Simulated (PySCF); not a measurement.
Molfile (atoms numbered from 1):
```
C3H3F3
     RDKit          3D

  9  8  0  0  0  0  0  0  0  0999 V2000
   -1.0854   -0.2885   -0.8396 C   0  0  0  0  0  0  0  0  0  0  0  0
   -0.2017    0.4765   -0.2146 C   0  0  0  0  0  0  0  0  0  0  0  0
   -0.2039    1.8051   -0.3212 F   0  0  0  0  0  0  0  0  0  0  0  0
    0.8938   -0.0250    0.6910 C   0  0  0  0  0  0  0  0  0  0  0  0
    1.6439   -0.9514    0.0599 F   0  0  0  0  0  0  0  0  0  0  0  0
    0.3688   -0.6126    1.7863 F   0  0  0  0  0  0  0  0  0  0  0  0
   -1.0359   -1.3712   -0.7203 H   0  0  0  0  0  0  0  0  0  0  0  0
   -1.8596    0.1481   -1.4722 H   0  0  0  0  0  0  0  0  0  0  0  0
    1.5404    0.8118    1.0081 H   0  0  0  0  0  0  0  0  0  0  0  0
  1  2  2  0
  2  3  1  0
  2  4  1  0
  4  5  1  0
  4  6  1  0
  1  7  1  0
  1  8  1  0
  4  9  1  0
M  END
```

Geometry: PBE0-D3(BJ)/def2-SVP; GIAO absolute shieldings from PySCF 2.14.0 with density-fitted response routines, gas phase, non-relativistic, averaged over equivalent atoms.

At PBE0/pcSseg-1 (117 basis functions, 11 s wall time on 1 thread of an Arm Neoverse V1, shared host):
| atoms | σ (ppm) |
| --- | --- |
| C2 | 12.5 |
| C4 | 70.2 |
| C1 | 82.9 |
| F3 | 275.5 |
| F5/F6 | 299.2 |
| H9 | 25.40 |
| H7 | 25.90 |
| H8 | 25.96 |

Q: Predict the values at PBE/pcSseg-2 on the same geometry.

A: 
```
atoms  σ at PBE/pcSseg-2  change
   C2                1.0   -11.5
   C4               57.1   -13.1
   C1               80.7    -2.2
   F3              254.7   -20.8
F5/F6              279.4   -19.8
   H9              25.08   -0.32
   H7              26.00   +0.10
   H8              26.22   +0.26
```

The largest change is at F3 (vinylic fluorine). Cost: 258 basis functions, 36 s wall time on 1 thread of an Arm Neoverse V1, shared host. The order of the carbon signals is the same at both levels.
